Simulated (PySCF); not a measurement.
# C3H2ClNO: reorganisation energies

Aim: compute the reorganisation energies of C3H2ClNO (`Clc1ncco1`).

Computed with PySCF 2.14.0 and routines of our own; the level stands in each step. Atoms count from 0.

### 1 The starting structure

8 atoms, charge 0, multiplicity 1; geometry from: GFN2-xTB.

### 2 Optimising the geometry at CAM-B3LYP/def2-SVP

What the job is given:

```
{"job": {"xc": "CAM-B3LYP", "basis": "def2-SVP", "grid": 1, "kind": "geom"}, "charge": 0, "multiplicity": 1}
Cl     2.786123    -0.015983     0.600149
C      1.145257     0.061758     0.245055
N      0.472527     1.118043    -0.069542
C     -0.803994     0.666090    -0.261136
C     -0.830066    -0.673238    -0.046073
O      0.424394    -1.068544     0.280736
H     -1.588375     1.339001    -0.535308
H     -1.596809    -1.417714    -0.082966
```

Command:

```
OMP_NUM_THREADS=1 python excited_run.py task.json out
```

One launch serves the whole session: the jobs run in the order shown.

The log of the run:

```text
step   0  E = -705.24163664  max force = 0.014034
step   1  E = -705.23395267  max force = 0.022860
step   2  E = -705.24099975  max force = 0.009414
step   3  E = -705.24216216  max force = 0.006753
step   4  E = -705.24232064  max force = 0.009836
step   5  E = -705.24267507  max force = 0.004083
step   6  E = -705.24274038  max force = 0.002043
step   7  E = -705.24276902  max force = 0.000775
step   8  E = -705.24277571  max force = 0.000247
optimisation converged
```

It took 34 s on 1 thread of Arm Neoverse V1, shared host; peak memory 0.54 GiB.

Step by step: (the energy doesn't fall at every step)

```csv
step,energy from step 0 (eV),largest force component (eV/Å)
0,0.0000,0.7217
1,0.2091,1.1755
2,0.0173,0.4841
3,-0.0143,0.3473
4,-0.0186,0.5058
5,-0.0283,0.2100
6,-0.0300,0.1051
7,-0.0308,0.0399
8,-0.0310,0.0127
```

Distances of close pairs at the start and the end, largest changes first:

```csv
bond,before (Å),after (Å),change (Å)
C3–H6,1.069,1.088,+0.018
Cl0–C1,1.681,1.698,+0.017
C4–H7,1.069,1.085,+0.016
N2–C3,1.368,1.383,+0.015
C1–N2,1.291,1.283,-0.008
C4–O5,1.355,1.362,+0.007
C3–C4,1.357,1.354,-0.003
C1–O5,1.341,1.340,-0.001
```

The next job starts from the end point, and lists it.

```csv
at the end point,value
point group (found at 0.08 Å tolerance),Cs
"rotational constants (GHz, main isotopes)","9.783, 2.244, 1.825"
dipole moment (D),2.10
```

### 3 Relaxation after adding or removing an electron (C₃H₂ClNO+ (doublet)): UKS CAM-B3LYP/def2-SVP

What the job is given:

```
{"job": {"kind": "ionopt", "ions": [1], "xc": "CAM-B3LYP", "basis": "def2-SVP", "grid": 1}, "charge": 1, "multiplicity": 2}
Cl     2.747999     0.106794     0.985314
C      1.162913     0.124859     0.376621
N      0.682450     0.868686    -0.551670
C     -0.639563     0.474324    -0.646277
C     -0.872921    -0.507028     0.256640
O      0.293595    -0.736874     0.921172
H     -1.326125     0.925185    -1.359195
H     -1.731495    -1.106044     0.542463
```

With the program's defaults for keys left out, this is: UKS CAM-B3LYP/def2-SVP geometry optimisation of the ion from the geometry of its parent, gas phase.

The log of the run:

```text
step       E/Eh        max force   <S^2>
  0    -704.89174249   0.052345   0.7585
  1    -704.89568317   0.028352   0.7608
  2    -704.89919927   0.024092   0.7606
  3    -704.90119618   0.009919   0.7600
  4    -704.90177103   0.002395   0.7601
  5    -704.90178380   0.003062   0.7600
  6    -704.90180760   0.000963   0.7600
  7    -704.90181306   0.000303   0.7600
optimisation converged
```

Wall time 54 s (1 thread of Arm Neoverse V1, shared host); peak memory 0.61 GiB.

From this job:

```csv
quantity,value
geometry moved (RMSD),0.038 Å
⟨S²⟩,0.760
```

Bonds of the start that changed most:

```csv
bond,start (Å),end (Å)
C3–C4,1.354,1.430
Cl0–C1,1.698,1.634
N2–C3,1.383,1.322
C4–O5,1.362,1.319
C1–N2,1.283,1.324
O5–C1,1.340,1.365
```

Mulliken spin populations:

```csv
atom,value (e)
Cl0,0.15
C1,0.24
N2,-0.01
C3,0.18
C4,0.50
O5,-0.04
H6,-0.01
H7,-0.02
```

### 4 Reorganisation energies: UKS CAM-B3LYP/def2-SVP

The job, as its differences from that of step 3:

```diff
@@ -1,2 +1,2 @@
-{"job": {"kind": "ionopt", "ions": [1], "xc": "CAM-B3LYP", "basis": "def2-SVP", "grid": 1}, "charge": 1, "multiplicity": 2}
+{"job": {"kind": "reorg", "ions": [1, -1], "xc": "CAM-B3LYP", "basis": "def2-SVP", "grid": 1}, "charge": 0, "multiplicity": 1}
 Cl     2.747999     0.106794     0.985314
```

Method: UKS CAM-B3LYP/def2-SVP four-point reorganisation energy, gas phase.

The log of the run:

```text
final grid: 37104 points
cycle   1  E = -705.1477643055  dE =  1.410e+00  |g| = 6.449e-01  |ddm| = 3.339e+00
cycle   2  E = -705.1073362813  dE =  4.043e-02  |g| = 8.321e-01  |ddm| = 1.105e+00
cycle   3  E = -705.2421915871  dE = -1.349e-01  |g| = 4.453e-02  |ddm| = 6.265e-01
cycle   4  E = -705.2424978257  dE = -3.062e-04  |g| = 3.553e-02  |ddm| = 7.395e-02
cycle   5  E = -705.2427470207  dE = -2.492e-04  |g| = 1.114e-02  |ddm| = 3.337e-02
cycle   6  E = -705.2427711542  dE = -2.413e-05  |g| = 3.957e-03  |ddm| = 1.216e-02
cycle   7  E = -705.2427752160  dE = -4.062e-06  |g| = 1.183e-03  |ddm| = 4.755e-03
cycle   8  E = -705.2427756356  dE = -4.196e-07  |g| = 4.905e-04  |ddm| = 1.728e-03
cycle   9  E = -705.2427757092  dE = -7.364e-08  |g| = 1.024e-04  |ddm| = 7.227e-04
cycle  10  E = -705.2427757135  dE = -4.235e-09  |g| = 2.746e-05  |ddm| = 1.825e-04
cycle  11  E = -705.2427757137  dE = -2.365e-10  |g| = 1.061e-05  |ddm| = 4.948e-05
converged SCF energy = -705.2427757137

hole transfer: vertical 9.5929 eV, relaxation of the ion converged
  adiabatic 9.2781 eV, lambda(ion) 0.3148, lambda(parent) 0.3134, total 0.6282 eV

electron transfer: vertical -1.9745 eV, relaxation of the ion skipped
```

Run time: 8.6 s. Hardware: 1 thread of Arm Neoverse V1, shared host; peak memory 0.54 GiB.

### 5 Outcome

| quantity | value |
| --- | --- |
| point group | Cs |
| rotational constants (main isotopes) | 9.78, 2.24, 1.83 GHz |
| geometry moved (RMSD) (step 3, UKS CAM-B3LYP/def2-SVP) | 0.038 Å |
| hole reorganisation energy (step 4, UKS CAM-B3LYP/def2-SVP) | 0.6282 eV |

**Reading.** Over 8 steps the energy fell by 0.031 eV; of the close pairs, C3–H6 changed most, 1.069 to 1.088 Å. No frequency check was run at this level, so the end point may be a saddle. In step 3 (relaxation after adding or removing an electron), among the bonds C3–C4 changes most, from 1.354 to 1.430 Å.
